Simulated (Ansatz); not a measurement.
Relaxed structures of C2H3N, closed shell (PBE0-D4/def2-TZVP; forces vanish, vibrations not checked; lower isomers may exist, and structures with a doubtful reference or unclear bonds are left out; Å). Ansatz 0.2.0; basis: def2-TZVPP; cores frozen in the correlated methods.

Q: Rank them by CCSD(T) energy, lowest first, and give each one's height above the lowest. Links in brackets join atoms within 1.22 times the sum of their covalent radii (1.1 for two metals). (To be estimated.)
A.
C₂H₃N (C#CN)
```
6
angstrom
C -0.5128 0.3893 -0.6512
C 0.2795 0.1676 0.2249
N 1.1234 -0.1252 1.2284
H -1.2111 0.5878 -1.4270
H 1.2689 0.6190 1.8939
H 1.9897 -0.5575 0.9445
```
B.
C₂H₃N (CC#N)
```
6
angstrom
C -0.5357 -0.1412 -0.5675
C 0.3781 0.1884 0.5079
N 1.1029 0.4494 1.3604
H -0.6809 0.7248 -1.2150
H -1.5020 -0.4418 -0.1597
H -0.1338 -0.9625 -1.1626
```
C.
C₂H₃N (C=C=N)
```
6
angstrom
C -0.8189 0.1116 -0.5088
C 0.2358 0.0695 0.2592
N 1.1717 0.1181 1.0361
H -0.8270 0.7412 -1.3878
H -1.6855 -0.4918 -0.2763
H 1.9239 -0.5486 0.8776
```

A: The calculation gives: B (0.0 kJ/mol), C (120.1 kJ/mol), A (182.6 kJ/mol). Heights count from the lowest.

No T1 diagnostic of these runs exceeds 0.015.

For scale, one of the runs: CCSD(T)/def2-TZVPP, 135 basis functions, launched by `ansatz run in.yaml --threads 2 --pin off --events-out ev --progress --plain --max-ram 4352MiB`. The run took 8 s on 2 CPU threads of an Arm Neoverse V2 (shared host), with 0.73 GiB of host memory at its peak.
